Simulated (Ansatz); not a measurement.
## Molecular dynamics of C3H6OS

Input file:

```yaml
crystal:
  periodic: [false, false, false]
  atoms:
    - { symbol: C, position_ang: [-1.306242, -0.136508, 1.009068] }
    - { symbol: C, position_ang: [-0.033175, 0.252918, 0.251256] }
    - { symbol: S, position_ang: [0.791123, 1.739374, 0.79589] }
    - { symbol: C, position_ang: [0.4383, -0.492092, -0.774896] }
    - { symbol: O, position_ang: [1.628827, -0.099091, -1.459194] }
    - { symbol: H, position_ang: [-1.735567, -1.059912, 0.591727] }
    - { symbol: H, position_ang: [-2.068485, 0.659424, 0.94374] }
    - { symbol: H, position_ang: [-1.096989, -0.30592, 2.079795] }
    - { symbol: H, position_ang: [1.776431, 1.623997, -0.140119] }
    - { symbol: H, position_ang: [-0.07096, -1.409394, -1.110636] }
    - { symbol: H, position_ang: [1.742135, -0.829796, -2.16603] }
basis:
  gaussian: { orbitals: STO-3G }
hamiltonian:
  xc: b3lyp
  dispersion: d4
md:
  timestep: 0.5
  n_steps: 491
  ensemble: nve
  temperature: 50.0
  initial_velocities: maxwell_boltzmann
  seed: 172895
scf:
  lower_state_search: "off"
```

Run as:

```bash
$ ansatz run input.yaml --threads 1 --pin off --max-ram 2048MiB --backend cpu --events-out ev --progress --plain --runs-dir out
```

It starts from a relaxed structure.

Output, in part (step lines, the closing report, with atoms numbered from 0):

```
md step     0: t =     0.00 fs  T =    50.0 K  F+E_penalty+E_count = -15903.39549908 eV  E_kin = 0.058167 eV  conserved = -15903.33733208 eV  (13 SCF iters)
md step     1: t =     0.50 fs  T =    48.0 K  F+E_penalty+E_count = -15903.39310797 eV  E_kin = 0.055822 eV  conserved = -15903.33728586 eV  (14 SCF iters)
md step     2: t =     1.00 fs  T =    42.6 K  F+E_penalty+E_count = -15903.38669746 eV  E_kin = 0.049544 eV  conserved = -15903.33715373 eV  (14 SCF iters)
md step     3: t =     1.50 fs  T =    35.6 K  F+E_penalty+E_count = -15903.37834564 eV  E_kin = 0.041359 eV  conserved = -15903.33698630 eV  (14 SCF iters)
md step     4: t =     2.00 fs  T =    29.1 K  F+E_penalty+E_count = -15903.37067138 eV  E_kin = 0.033821 eV  conserved = -15903.33685012 eV  (14 SCF iters)
md step     5: t =     2.50 fs  T =    24.9 K  F+E_penalty+E_count = -15903.36580215 eV  E_kin = 0.029004 eV  conserved = -15903.33679822 eV  (14 SCF iters)
md step     6: t =     3.00 fs  T =    23.8 K  F+E_penalty+E_count = -15903.36455455 eV  E_kin = 0.027709 eV  conserved = -15903.33684543 eV  (14 SCF iters)
md step     7: t =     3.50 fs  T =    25.1 K  F+E_penalty+E_count = -15903.36620360 eV  E_kin = 0.029241 eV  conserved = -15903.33696253 eV  (14 SCF iters)
[... lines left out ...]
md step   488: t =   244.00 fs  T =    26.6 K  F+E_penalty+E_count = -15903.36801556 eV  E_kin = 0.031000 eV  conserved = -15903.33701594 eV  (13 SCF iters)
md step   489: t =   244.50 fs  T =    26.7 K  F+E_penalty+E_count = -15903.36803041 eV  E_kin = 0.031005 eV  conserved = -15903.33702500 eV  (13 SCF iters)
md step   490: t =   245.00 fs  T =    26.7 K  F+E_penalty+E_count = -15903.36812390 eV  E_kin = 0.031090 eV  conserved = -15903.33703403 eV  (13 SCF iters)
md step   491: t =   245.50 fs  T =    26.8 K  F+E_penalty+E_count = -15903.36816310 eV  E_kin = 0.031127 eV  conserved = -15903.33703576 eV  (13 SCF iters)
Total energy: -15903.36835578 eV, -584.4380073846 hartree
Atom 0 at    -1.299604    -0.144382     1.015425 Å, force     0.252381     0.207369     0.968080 eV/Å
Atom 1 at    -0.048895     0.267408     0.252645 Å, force     0.568429    -0.650995    -0.904172 eV/Å
Atom 2 at     0.788306     1.737313     0.785503 Å, force    -0.101707     0.328804     0.394313 eV/Å
Atom 3 at     0.433638    -0.480995    -0.783553 Å, force    -0.352383     0.289768     0.509097 eV/Å
Atom 4 at     1.644136    -0.111296    -1.438231 Å, force     0.131615     0.058741    -0.129808 eV/Å
Atom 5 at    -1.741796    -1.039119     0.580517 Å, force    -0.224665    -0.363939    -0.212781 eV/Å
Atom 6 at    -2.043840     0.662932     1.013976 Å, force    -0.232130     0.124680    -0.075395 eV/Å
Atom 7 at    -1.069601    -0.356173     2.089837 Å, force    -0.062311     0.048091    -0.536875 eV/Å
Atom 8 at     1.815012     1.563925    -0.082034 Å, force     0.166082    -0.044033    -0.225036 eV/Å
Atom 9 at    -0.066524    -1.401800    -1.117715 Å, force    -0.063165    -0.062142    -0.003712 eV/Å
Atom 10 at     1.663708    -0.703163    -2.277604 Å, force    -0.082146     0.063657     0.216288 eV/Å
Dipole moment:    -0.020718    -0.259963    -0.262920 e Å
```

The steps, from the saved trajectory:

```json
{"time (fs)": "0.0", "T (K)": "50", "potential energy less start (eV)": "0.000", "conserved less start (meV/atom)": "0.00"}
{"time (fs)": "8.0", "T (K)": "24", "potential energy less start (eV)": "0.031", "conserved less start (meV/atom)": "0.04"}
{"time (fs)": "16.0", "T (K)": "20", "potential energy less start (eV)": "0.036", "conserved less start (meV/atom)": "0.04"}
{"time (fs)": "24.0", "T (K)": "27", "potential energy less start (eV)": "0.027", "conserved less start (meV/atom)": "0.01"}
{"time (fs)": "32.0", "T (K)": "16", "potential energy less start (eV)": "0.040", "conserved less start (meV/atom)": "0.04"}
{"time (fs)": "40.0", "T (K)": "20", "potential energy less start (eV)": "0.035", "conserved less start (meV/atom)": "0.03"}
{"time (fs)": "48.0", "T (K)": "31", "potential energy less start (eV)": "0.022", "conserved less start (meV/atom)": "0.01"}
{"time (fs)": "56.0", "T (K)": "25", "potential energy less start (eV)": "0.029", "conserved less start (meV/atom)": "0.04"}
{"time (fs)": "64.0", "T (K)": "25", "potential energy less start (eV)": "0.030", "conserved less start (meV/atom)": "0.03"}
{"time (fs)": "72.0", "T (K)": "30", "potential energy less start (eV)": "0.023", "conserved less start (meV/atom)": "0.01"}
{"time (fs)": "80.0", "T (K)": "25", "potential energy less start (eV)": "0.030", "conserved less start (meV/atom)": "0.04"}
{"time (fs)": "88.0", "T (K)": "20", "potential energy less start (eV)": "0.035", "conserved less start (meV/atom)": "0.03"}
{"time (fs)": "96.0", "T (K)": "26", "potential energy less start (eV)": "0.028", "conserved less start (meV/atom)": "0.02"}
{"time (fs)": "104.0", "T (K)": "17", "potential energy less start (eV)": "0.039", "conserved less start (meV/atom)": "0.04"}
{"time (fs)": "112.0", "T (K)": "27", "potential energy less start (eV)": "0.027", "conserved less start (meV/atom)": "0.03"}
{"time (fs)": "120.0", "T (K)": "32", "potential energy less start (eV)": "0.021", "conserved less start (meV/atom)": "0.02"}
{"time (fs)": "128.0", "T (K)": "21", "potential energy less start (eV)": "0.034", "conserved less start (meV/atom)": "0.04"}
{"time (fs)": "136.0", "T (K)": "32", "potential energy less start (eV)": "0.021", "conserved less start (meV/atom)": "0.02"}
{"time (fs)": "144.0", "T (K)": "23", "potential energy less start (eV)": "0.032", "conserved less start (meV/atom)": "0.02"}
{"time (fs)": "152.0", "T (K)": "20", "potential energy less start (eV)": "0.036", "conserved less start (meV/atom)": "0.04"}
{"time (fs)": "160.0", "T (K)": "30", "potential energy less start (eV)": "0.024", "conserved less start (meV/atom)": "0.02"}
{"time (fs)": "168.0", "T (K)": "34", "potential energy less start (eV)": "0.019", "conserved less start (meV/atom)": "0.02"}
{"time (fs)": "176.0", "T (K)": "22", "potential energy less start (eV)": "0.033", "conserved less start (meV/atom)": "0.04"}
{"time (fs)": "184.0", "T (K)": "23", "potential energy less start (eV)": "0.032", "conserved less start (meV/atom)": "0.03"}
{"time (fs)": "192.0", "T (K)": "24", "potential energy less start (eV)": "0.031", "conserved less start (meV/atom)": "0.03"}
{"time (fs)": "200.0", "T (K)": "17", "potential energy less start (eV)": "0.038", "conserved less start (meV/atom)": "0.03"}
{"time (fs)": "208.0", "T (K)": "24", "potential energy less start (eV)": "0.031", "conserved less start (meV/atom)": "0.02"}
{"time (fs)": "216.0", "T (K)": "33", "potential energy less start (eV)": "0.020", "conserved less start (meV/atom)": "0.02"}
{"time (fs)": "224.0", "T (K)": "23", "potential energy less start (eV)": "0.032", "conserved less start (meV/atom)": "0.03"}
{"time (fs)": "232.0", "T (K)": "29", "potential energy less start (eV)": "0.025", "conserved less start (meV/atom)": "0.02"}
{"time (fs)": "240.0", "T (K)": "25", "potential energy less start (eV)": "0.029", "conserved less start (meV/atom)": "0.03"}
```

All steps were run. The conserved energy stayed within 0.049 meV per atom of its start (net change 0.027 meV per atom), so the integration is sound. The temperature averaged 0.50 of the 50 K drawn at the start: a run that starts near a minimum puts about half its kinetic energy into the potential. A run of 0.25 ps of so small a system gives no equilibrium averages. Limits of this set-up: minimal basis.

The same pairs are bonded in the first frame and the last. Pairs count as bonded within 1.25 times the sum of covalent radii (0.12 Å more for H–H).

Last frame:

```xyz
11
Properties=species:S:1:pos:R:3
C -1.300 -0.144 1.015
C -0.049 0.267 0.253
S 0.788 1.737 0.785
C 0.434 -0.481 -0.784
O 1.644 -0.111 -1.438
H -1.742 -1.039 0.581
H -2.044 0.663 1.014
H -1.070 -0.356 2.090
H 1.815 1.564 -0.082
H -0.067 -1.402 -1.118
H 1.664 -0.703 -2.278
```

Run time: 29 min on 1 CPU thread of a shared host.
